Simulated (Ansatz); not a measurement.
```xyz
10

C     0.667   -1.644    0.627
C    -0.095   -0.716    0.064
F    -1.259   -1.076   -0.506
C     0.183    0.698   -0.014
C    -0.638    1.561   -0.598
F    -0.352    2.859   -0.654
H     1.603   -1.364    1.088
H     0.366   -2.682    0.633
H     1.107    1.051    0.428
H    -1.582    1.313   -1.068
```

The species carries charge 0 and has multiplicity 1.

List the B3LYP/def2-TZVPP orbital energies in eV (Ansatz 0.2.0). (Estimate.)

Computed: Occupied: -672.39, -672.15, -279.59, -279.53, -277.48, -276.97, -33.96, -33.72, -22.60, -20.82, -17.62, -16.39, -15.16, -14.69, -13.43, -13.32, -12.99, -12.59, -11.45, -10.89, -10.49, -8.90, -6.77. Lowest empty: -1.24, 1.27, 1.48, 1.90, 2.19, 2.58, 3.15, 3.40.

B3LYP here is the variant with VWN-RPA as its local correlation; programs differ in this.
